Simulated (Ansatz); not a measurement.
**CH4AlN (SMILES [CH2]1[NH][AlH]1): functionals against CCSD(T) at one geometry**

An exercise on one series of results from a longer session: the logs are not shown, and one member is left open.

Method: single points in def2-TZVPP; program: Ansatz 0.2.0, Gaussian basis.

Correlated methods freeze the cores.

## Starting geometry

SMILES `[CH2]1[NH][AlH]1`, 7 atoms, charge 0, spin multiplicity 1.

Atoms are counted from 1 here; the program's logs count them from 0.

Bond lengths: C1–N2 1.566 Å, C1–Al3 1.937 Å, C1–H4 1.070 Å, C1–H5 1.076 Å, N2–Al3 1.753 Å, N2–H6 1.045 Å, Al3–H7 1.508 Å. Angles: N2–C1–Al3 58.9°, N2–C1–H4 114.9°, N2–C1–H5 112.2°, Al3–C1–H4 125.3°, Al3–C1–H5 123.8°, H4–C1–H5 108.9°, C1–N2–Al3 71.2°, C1–N2–H6 116.8°, Al3–N2–H6 171.7°, C1–Al3–N2 49.9°, C1–Al3–H7 156.6°, N2–Al3–H7 153.5°.

Coordinates:

| atom | x (Å) | y (Å) | z (Å) |
| --- | --- | --- | --- |
| C1 | -0.5195 | 0.0156 | -0.6276 |
| N2 | -0.1785 | 0.4502 | 0.8372 |
| Al3 | 1.1373 | -0.5282 | 0.2163 |
| H4 | -1.3937 | -0.5945 | -0.7251 |
| H5 | -0.6054 | 0.8577 | -1.2925 |
| H6 | -0.9011 | 1.0099 | 1.3436 |
| H7 | 2.4924 | -1.1834 | 0.3103 |

Set-up of the first run:

File run/in.yaml:

```yaml
crystal:
  periodic: [false, false, false]
  atoms:
    - {symbol: C, position_ang: [-0.519500, 0.015600, -0.627600]}
    - {symbol: N, position_ang: [-0.178500, 0.450200, 0.837200]}
    - {symbol: Al, position_ang: [1.137300, -0.528200, 0.216300]}
    - {symbol: H, position_ang: [-1.393700, -0.594500, -0.725100]}
    - {symbol: H, position_ang: [-0.605400, 0.857700, -1.292500]}
    - {symbol: H, position_ang: [-0.901100, 1.009900, 1.343600]}
    - {symbol: H, position_ang: [2.492400, -1.183400, 0.310300]}
basis:
  gaussian: {orbitals: def2-TZVPP}
correlation: {method: ccsd_t}
output: {forces: true}
```

No record of the launch command was kept for these runs.

Among the steps run: CCSD(T)/def2-TZVPP; PBE0-D4/def2-TZVPP; wB97M-V/def2-TZVPP; r2SCAN-D4/def2-TZVPP; PBE-D4/def2-TZVPP; BLYP-D4/def2-TZVPP; BHLYP-D4/def2-TZVPP.

One table of the session follows, with a row left open; its other results are not shown here.

```
   method  RMS force component (eV/Å)  angle to CCSD(T) forces (°)  dipole (D)
  CCSD(T)                       0.665                    reference        0.97
  PBE0-D4                       0.780                         12.6        1.01
  wB97M-V                       0.719                          9.4        1.09
r2SCAN-D4                       0.722                          8.7        0.93
   PBE-D4                           ?                            ?           ?
  BLYP-D4                       0.601                         10.5        0.83
 BHLYP-D4                       0.815                         15.3        1.20
```

**Question.** Estimate the row for PBE-D4.

The run gave: RMS force component (eV/Å): 0.680; angle to CCSD(T) forces (°): 13.6; dipole (D): 0.81. In the column «RMS force component (eV/Å)» it lies between CCSD(T) (0.665) and wB97M-V (0.719).
